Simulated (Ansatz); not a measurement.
# H5NOSi: the cost of one run

Program: Ansatz 0.2.0. Level of theory: RKS PBE-D4/def2-SVP. These are calculated values, not measurements.

## Step 1: Starting point

Bond lengths: Si1–N2 1.820 Å, N2–H3 1.060 Å, N2–H4 1.060 Å, Si1–H5 1.460 Å, Si1–O6 1.679 Å, O6–H7 1.010 Å, Si1–H8 1.459 Å. Angles: Si1–N2–H3 120.0°, Si1–N2–H4 120.0°, H3–N2–H4 120.0°, N2–Si1–H5 109.5°, N2–Si1–O6 109.5°, N2–Si1–H8 109.5°, H5–Si1–O6 109.5°, H5–Si1–H8 109.5°, O6–Si1–H8 109.5°, Si1–O6–H7 109.5°.

As a file:

```xyz
8

Si    0.0000    0.0000    0.0000
N     0.0000    0.0000    1.8200
H    -0.8770   -0.2713    2.3500
H     0.8770    0.2713    2.3500
H     1.3768    0.0000   -0.4862
O    -0.7913    1.3709   -0.5594
H    -1.7491    1.1401   -0.7818
H    -0.6877   -1.1914   -0.4862
```

## Step 2: Relaxing the start

Input file input.yaml:

```yaml
crystal:
  periodic: [false, false, false]
  atoms:
    - { symbol: Si, position_ang: [0.0, 0.0, 0.0] }
    - { symbol: "N", position_ang: [0.0, 0.0, 1.82] }
    - { symbol: H, position_ang: [-0.877, -0.2713, 2.35] }
    - { symbol: H, position_ang: [0.877, 0.2713, 2.35] }
    - { symbol: H, position_ang: [1.3768, 0.0, -0.4862] }
    - { symbol: O, position_ang: [-0.7913, 1.3709, -0.5594] }
    - { symbol: H, position_ang: [-1.7491, 1.1401, -0.7818] }
    - { symbol: H, position_ang: [-0.6877, -1.1914, -0.4862] }
basis:
  gaussian: { orbitals: def2-SVP }
hamiltonian:
  xc: pbe
  dispersion: d4
relax:
  f_tol: 0.02
  max_steps: 40
```

Run with:

```
$ ansatz run input.yaml --threads 1 --pin off --max-ram 2048MiB --backend cpu --events-out ev --progress --plain --runs-dir out
```

Q: Estimate wall time and peak memory on 1 thread of Intel Xeon Platinum 8259CL at 2.50GHz (Skylake/Cascade Lake), shared host.

About 22 s, with a peak of 0.15 GiB.
